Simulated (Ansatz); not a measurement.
Rutile CrO2 was calculated with r²SCAN-D4 in Ansatz (PAW).

Run with plane-wave cutoff 560 eV, 12×12×18 k mesh (along the axes of the cell as run), Fermi–Dirac smearing 0.05 eV, spin-polarised with parallel moments, scalar-relativistic PAW data made under PBE.

Computed at the level's own relaxed cell.

**Question.** Give the computed equilibrium lattice constant a, bulk modulus, magnetic moment (largest site, within a sphere) and equilibrium volume per atom.

**Answer.** 
equilibrium lattice constant a: 4.391 Å
bulk modulus: 258 GPa
magnetic moment (largest site, within a sphere): 1.82 μB
equilibrium volume per atom: 9.34 Å³/atom

The run finds no gap.

Measured, for comparison: lattice constant a 4.419 Å (room temperature, not corrected to a static lattice; as tabulated in Hiroi (2015), arXiv:1503.02262); bulk modulus 242 ± 2 GPa (temperature not stated, not corrected to a static lattice, equation of state from high-pressure X-ray diffraction; as tabulated in Datta et al. (2023), arXiv:2307.04584). Computed (rounded) less measured: lattice constant a -0.6 %, bulk modulus +7 %. A static lattice is as a rule a little smaller and stiffer than an uncorrected measurement, which narrows the difference in the lattice constant a, bulk modulus and would widen misses of the other sign.

Note: the bulk modulus comes from volumes at which shape and atoms were relaxed.

Moments are spin moments.

The computed numbers hold no vibrational or temperature effects.

Ansatz is an electronic-structure program.
